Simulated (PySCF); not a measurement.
**Potential energy of F₂⁺ along the bond**

Set-up: PySCF, no relativity, basis sets F def2-TZVPPD. Energies in eV from F⁺ + F in their ground configurations at the same level. State: ²Πg (doublet), unpaired electrons π ↑.

All columns are TPSSh.

```tsv
R (Å)	E (eV)	HOMO (eV)	LUMO (eV)	Mayer bond order	⟨S²⟩
1.096	-2.048	-21.52	-18.96	1.21	0.75
1.147	-2.909	-21.92	-19.38	1.25	0.75
1.198	-3.422	-22.24	-19.73	1.30	0.75
1.236	-3.636	-22.45	-19.95	1.32	0.75
1.274	-3.737	-22.62	-20.15	1.35	0.75
1.312	-3.750	-22.77	-20.32	1.37	0.75
1.363	-3.661	-22.94	-20.51	1.40	0.75
1.427	-3.429	-23.10	-20.70	1.42	0.75
1.503	-3.039	-23.23	-20.87	1.45	0.75
1.605	-2.429	-23.34	-21.01	1.47	0.75
```

The state was picked by a PBE0 search and need not be the measured ground state.
